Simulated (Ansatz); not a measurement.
## Energy differences in C4H5F

Calculated in Ansatz's Gaussian-basis code. Basis cc-pVTZ, nonrelativistic, 5 orbitals frozen in the corrections; active space CAS(4,4). Restricted Hartree–Fock, then the lowest state-specific CASSCF solution met for each case. On stretched bonds single-reference methods can fail or change state. Solutions in different active orbitals can move differences by tenths of an eV and at times more than 1 eV.

Case A, singlet:

```
atom   x (Å)    y (Å)    z (Å)
   C  0.0000  -1.8168  -0.2523
   C  0.0000  -0.4815  -0.2037
   C  0.0000   0.3462   0.9925
   C  0.0000   1.6862   0.9630
   F  0.0000   0.2245  -1.3671
   H  0.0000  -2.3922   0.6639
   H  0.0000  -2.3402  -1.1996
   H  0.0000  -0.1905   1.9377
   H  0.0000   2.2315   0.0267
   H  0.0000   2.2660   1.8787
```

Case B, triplet: the shape of A.

Case C, singlet:

```xyz
10

F     0.0000   -2.1934   -0.8989
C     0.0000   -0.8411   -0.8947
C     0.0000   -0.1406    0.2428
C     0.0000    1.3125    0.2515
C     0.0000    2.0526    1.3713
H     0.0000   -0.4237   -1.8968
H     0.0000   -0.6781    1.1881
H     0.0000    1.8127   -0.7165
H     0.0000    3.1361    1.3346
H     0.0000    1.5933    2.3552
```

Energy less that of case A, in eV:

```csv
case,RHF/ROHF
B,+3.046
C,+0.119
```

**Question.** Give the SC-NEVPT2 energies against case A.

**Answer.** B: +3.454 eV (79.7 kcal/mol); C: +0.115 eV (2.7 kcal/mol).

**Question.** Which case is lowest, and do the methods agree?

**Answer.** A is lowest in SC-NEVPT2. Of the methods shown, RHF/ROHF agrees.
